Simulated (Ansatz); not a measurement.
# CH9BSi: the cost of one run

All numbers below are computed with Ansatz 0.2.0 (RKS PBE0/6-31G*).

### 1 The structure to begin with

Bond lengths: B1–H3 1.190 Å, B1–C4 1.600 Å, C4–H5 1.110 Å, C4–H6 1.110 Å, C4–H7 1.110 Å, B1–Si8 2.250 Å, Si8–H9 1.460 Å, Si8–H10 1.460 Å, Si8–H11 1.460 Å, Si8–H12 1.594 Å. Angles (14 of 19 angles, heavy atoms first): C4–B1–Si8 101.2°, H3–B1–C4 120.0°, H3–B1–Si8 97.0°, B1–C4–H5 109.5°, B1–C4–H6 109.5°, B1–C4–H7 109.5°, B1–Si8–H9 109.5°, B1–Si8–H10 109.5°, B1–Si8–H11 109.5°, B1–Si8–H12 55.9°, H5–C4–H6 109.4°, H5–C4–H7 109.4°, H6–C4–H7 109.4°, H9–Si8–H10 109.4°.

As a file:

```xyz
12

B     0.0000    0.0000    0.0000
H     0.0000    0.0000    1.5400
H     1.0305    0.0000   -0.5950
C    -1.3856    0.0000   -0.8000
H    -1.9458   -0.9305   -0.5708
H    -1.9898    0.8797   -0.4946
H    -1.1839    0.0508   -1.8903
Si    0.0940   -2.1331    0.7095
H    -0.6959   -2.9783   -0.1812
H     1.4817   -2.5871    0.7061
H    -0.4425   -2.2202    2.0645
H     0.0384   -0.8711    1.6809
```

### 2 A restrained relaxation towards end A

Springs on the bonds that form and break draw the guess towards this end; the thresholds are loose.

Contents of input.yaml:

```yaml
crystal:
  periodic: [false, false, false]
  atoms:
    - { symbol: B, position_ang: [0.0, 0.0, 0.0] }
    - { symbol: H, position_ang: [0.0, 0.0, 1.54] }
    - { symbol: H, position_ang: [1.0305, 0.0, -0.595] }
    - { symbol: C, position_ang: [-1.3856, 0.0, -0.8] }
    - { symbol: H, position_ang: [-1.9458, -0.9305, -0.5708] }
    - { symbol: H, position_ang: [-1.9898, 0.8797, -0.4946] }
    - { symbol: H, position_ang: [-1.1839, 0.0508, -1.8903] }
    - { symbol: Si, position_ang: [0.094, -2.1331, 0.7095] }
    - { symbol: H, position_ang: [-0.6959, -2.9783, -0.1812] }
    - { symbol: H, position_ang: [1.4817, -2.5871, 0.7061] }
    - { symbol: H, position_ang: [-0.4425, -2.2202, 2.0645] }
    - { symbol: H, position_ang: [0.0384, -0.8711, 1.6809] }
basis:
  gaussian: { orbitals: "6-31G*" }
hamiltonian:
  xc: pbe0
relax:
  f_tol: 0.15
  max_steps: 25
  restrain:
    - { distance: [0, 7], at: 3.15, k: 30.0 }
    - { distance: [11, 1], at: 1.86, k: 30.0 }
    - { distance: [0, 1], at: 1.19, k: 30.0 }
    - { distance: [11, 7], at: 1.46, k: 30.0 }
output:
  orbitals: {}
```

Started as:

```
> ansatz run input.yaml --threads 1 --pin off --max-ram 2048MiB --backend cpu --events-out ev --progress --plain --runs-dir out
```

**Question.** How long does this run take on 1 thread of AMD EPYC 7B13 (Zen 3), shared host, and how much memory does it need?

About 38 s, with a peak of 0.16 GiB.
